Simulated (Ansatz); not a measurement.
H2B–Al, singlet: reading a ladder of total energies

Geometry: a point of a stretch scan, not a stationary point.

```xyz
4

B     0.0000    0.0000    2.0470
Al    0.0000    0.0000   -1.0230
H     0.0000    1.0050    2.7137
H     0.0000   -1.0050    2.7137
```

Basis 6-31G; Ansatz 0.2.0. Only valence electrons are correlated (noble-gas cores frozen), which leaves 8 electrons in 20 orbitals. Prefix R: restricted or restricted open-shell reference.

Full CI is exact within this basis and frozen core; it isn't the basis-set limit.

Runs differ by some tens of microhartree through their thresholds, so steps under 0.03 kcal/mol mean nothing.

```tsv
level	total energy (hartree)
RHF	-267.606873
RMP2	-267.687716
RCCSD	-267.720863
RCCSD(T)	-267.723180
RCCSDT	-267.723852
RCCSDT(Q)	-267.724017
RCCSDTQ	-267.724062
full CI	-267.724071
```

Problem. What is the correlation energy at full CI, and what share of it do RMP2 and RCCSD(T) recover?

Solution. E(corr) = -267.724071 − (-267.606873) = -0.117198 hartree = -3.189 eV. RMP2: -0.080843 / -0.117198 = 68.98 %. RCCSD(T): -0.116307 / -0.117198 = 99.24 %.

Problem. By how many kcal/mol does RCCSD(T) miss full CI (1 hartree = 627.509 kcal/mol), and which steps make up the rest?

Solution. -267.723180 − (-267.724071) = 0.000891 hartree = 0.56 kcal/mol. Steps: RCCSDT − RCCSD(T) = -0.42, RCCSDT(Q) − RCCSDT = -0.10, RCCSDTQ − RCCSDT(Q) = -0.03, full CI − RCCSDTQ = -0.01 kcal/mol. That is within 1 kcal/mol of the reference in this basis, which itself misses far more of the correlation at the basis-set limit.
